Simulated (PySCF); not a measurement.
Gas-phase reaction: 2 NH3 + 2 C2H3 (vinyl) → 2 CH2NH + C2H6

Energies from PySCF (xtb for GFN2), thermal terms from the rigid-rotor harmonic-oscillator model, ideal gas at 1 bar. † marks an energy on the PBE0/def2-TZVP geometry and frequencies; other levels use their own. 6-31G* has spherical d functions here. Open shells (unrestricted): C2H3 (vinyl) (multiplicity 2); the rest are closed-shell singlets. GFN2 has no spin-polarisation term. B3LYP is the form with VWN-RPA correlation. CH2NH: computed as isolated molecules; such fragments, hydroxides, amides, oligomers or adducts are transient or little studied in the gas. The harmonic model lacks anharmonicity and excited electronic states, which grow with temperature; levels with a mode under 35 cm⁻¹ are left out. Internal rotation in C2H6 is treated as a harmonic vibration of one conformer, which makes the entropy rough.

| level | ΔE electronic, kJ | ΔH°(298 K), kJ | ΔS°(298 K), J/K | ΔG°(1200 K), kJ |
|---|---|---|---|---|
| B3LYP/6-31G* | -490 | -466 | -171 | -248 |
| BLYP/def2-TZVP† | -419 | -395 | -170 | -178 |
| GFN2-xTB | -604 | -578 | -171 | -360 |
| M06-2X/def2-TZVP† | -442 | -418 | -170 | -201 |
| PBE/def2-SVP | -476 | -453 | -172 | -234 |
| PBE0/def2-SVP† | -467 | -444 | -170 | -226 |
| r2SCAN/def2-TZVP† | -408 | -385 | -170 | -167 |
| LDA/def2-TZVP† | -488 | -464 | -170 | -247 |
| ωB97M-V/def2-TZVP† | -449 | -426 | -170 | -208 |
| ωB97X-V/def2-TZVP† | -458 | -434 | -170 | -216 |
ΔH° is lowest at GFN2-xTB and highest at r2SCAN/def2-TZVP†. No reference value is set beside these.
